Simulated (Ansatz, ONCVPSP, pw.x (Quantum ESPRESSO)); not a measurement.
# Which Si potential is closest to all-electron in the diamond crystal?

All use LDA (Perdew-Wang 92), scalar-relativistic, no spin, cutoffs from each file’s atomic test, pw.x 7.5; 9³ k-points, Fermi–Dirac smearing 0.01 Ry. Δ is the rms difference from all-electron LAPW of the E(V) curves that follow from fits to the pressures, over ±6 % in volume. Mesh and smearing are coarse and serve the comparison alone. The files are a selection: those with a ghost or negative overlap were mostly not run, and those with noisy or unconverged pressures or nearly equal Δ are left out.

All-electron: a0 = 5.400 Å (V0 = 19.69 Å³/atom), B0 = 96.2 GPa.

Problem. Rank them by Δ, smallest first.
A. optimised norm-conserving Vanderbilt (ONCV), ONCVPSP 4.0.1.1 (patched build), LDA (Perdew-Wang 92); core [Ne], reference 3s2 3p2; waves: 3s: rc 1.80 bohr, ncon 4, nbas 9, qcut 3 1/bohr, local; 3p: rc 2.25 bohr, ncon 4, nbas 8, qcut 3.4 1/bohr, 3 projectors, debl 1.6 Ha; d scattering state at 0.16 Ha: rc 2.40 bohr, ncon 4, nbas 8, qcut 3.9 1/bohr, 2 projectors, debl 2.8 Ha; local part: the s channel; core correction: none.
B. optimised norm-conserving Vanderbilt (ONCV), ONCVPSP 4.0.1.1 (patched build), LDA (Perdew-Wang 92); core [Ne], reference 3s2 3p1; waves: 3s: rc 1.65 bohr, ncon 4, nbas 8, qcut 5.1 1/bohr, 2 projectors, debl 3.6 Ha; 3p: rc 1.80 bohr, ncon 4, nbas 8, qcut 5 1/bohr, 2 projectors, debl 1.8 Ha; d scattering state at 0.04 Ha: rc 1.80 bohr, ncon 3, nbas 7, qcut 5.6 1/bohr, 1 projector; local part: polynomial inside 1.20 bohr (lpopt 5, dvloc0 4 Ha); core correction: Teter function, fcfact 5, rcfact 1.7.
C. optimised norm-conserving Vanderbilt (ONCV), ONCVPSP 4.0.1.1 (patched build), LDA (Perdew-Wang 92); core [Ne], reference 3s2 3p2; waves: 3s: rc 1.95 bohr, ncon 4, nbas 9, qcut 4.1 1/bohr, 2 projectors, debl 3.5 Ha; 3p: rc 2.40 bohr, ncon 4, nbas 7, qcut 3.5 1/bohr, 2 projectors, debl 1.6 Ha; d scattering state at 0.07 Ha: rc 2.15 bohr, ncon 3, nbas 6, qcut 5.3 1/bohr, 3 projectors, debl 1.8 Ha; local part: polynomial inside 1.65 bohr (lpopt 5, dvloc0 3 Ha); core correction: none.

Solution. C (2.3 meV/atom), A (4.4 meV/atom), B (9.7 meV/atom).
